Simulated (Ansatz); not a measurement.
The first iterations of a band of H₅NSi₂ (8 atoms, charge 0, multiplicity 1).

Level of theory: RKS PBE-D4/def2-SVP in Ansatz 0.2.0.

- movable images: 3
- climbing image: yes
- spring: 5.0 eV/Å²
- optimiser: quadratic models (default)
- start path: through a guess of the saddle point
- force threshold: 0.05 eV/Å
- iteration limit: 60
- end points: relaxed

First end point:

```xyz
8
Properties=species:S:1:pos:R:3
N -1.500 0.921 -1.566
Si -0.097 0.835 -0.730
Si 0.609 -0.714 0.911
H -2.197 0.190 -1.357
H 0.902 1.909 -1.052
H 0.911 0.001 2.202
H 1.858 -1.423 0.455
H -0.486 -1.719 1.137
```

Last end point:

```xyz
8
Properties=species:S:1:pos:R:3
N -1.492 1.346 -1.231
Si -0.103 0.521 -0.978
Si 0.608 -0.738 0.893
H -2.180 1.320 -0.462
H 0.883 0.572 -2.111
H -0.461 -0.686 1.950
H 1.889 -0.166 1.443
H 0.855 -2.169 0.495
```

| iteration | highest image above the first end (eV) | largest band force component (eV/Å) |
| --- | --- | --- |
| 1 | 0.288 | 1.927 |
| 2 | 0.041 | 0.515 |

Question: Does the band converge within its limit, and where does its top end?

Answer: The forces met the threshold. It ended after 8 iterations with the highest image 0.013 eV above the first end. Another band between the same ends (7 images) ends at a top of the same energy, where a vibrational analysis finds 1 clearly imaginary mode. So few images can step over the top or miss a turn of the path.

Time of the run: 40 s on 1 thread of Intel(R) Xeon(R) Processor @ 2.70GHz (shared host), peak memory 0.14 GiB.
